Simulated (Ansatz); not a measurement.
PdC: from a trial structure to a relaxed crystal

The calculation used DFT PBE, scalar-relativistic, plane waves, PAW in Ansatz. Cutoff 420 eV, Γ-centred k mesh, Gaussian smearing, no spin polarisation in the final step.

PdC was placed on the CrB structure type (Cmcm, No. 63), with Pd in place of Cr, C in place of B, at a guessed volume.

```xyz
4
Lattice="1.5989 -4.2188 0.0000 1.5989 4.2188 0.0000 0.0000 0.0000 3.1762" Properties=species:S:1:pos:R:3 pbc="T T T"
Pd    1.5989   -2.9869    2.3822
Pd    1.5989    2.9869    0.7941
C     1.5989   -0.4219    2.3822
C     1.5989    0.4219    0.7941
```

Cell and atoms relax at zero pressure; the relaxation can't lower the symmetry of the start. After a coarse first stage the cell is made exact in the group found at 0.06 Å.

The zero of energy is the elements' standard structures at the same level; no fitted shifts are applied.

Task: What does it relax into?

Result: It keeps Cmcm (No. 63), but not the shape of the type it started on. Conventional cell: a = 4.823 Å, b = 7.443 Å, c = 2.587 Å. Around Pd lie 1 C at 2.02 Å; C is coordinated by 2 C at 1.43 Å.

```
Pd C
1.0
     2.41128   -3.72139    0.00000
     2.41128    3.72139    0.00000
     0.00000    0.00000    2.58715
Pd C
2 2
Direct
  0.81298 0.18702 0.75000
  0.18702 0.81298 0.25000
  0.54163 0.45837 0.75000
  0.45837 0.54163 0.25000
```

Task: What are its volume, energy, density and gap?

Result: The volume per atom is 11.61 Å³. The density is 8.47 g/cm³. The energy over the elements is 0.70 eV/atom and the gap on the 12×12×18 mesh is 0 eV (a metal).

The final run used a 12×12×18 mesh on its 4-atom cell and 0.10 eV smearing. The k mesh leaves about 4 meV/atom of noise in metals. Symmetry constrained the relaxation, so the result can be a saddle point.

Cost: 3 runs of about 2.6 core-minutes in all, on Intel Xeon 6975P-C (Granite Rapids) (shared hosts).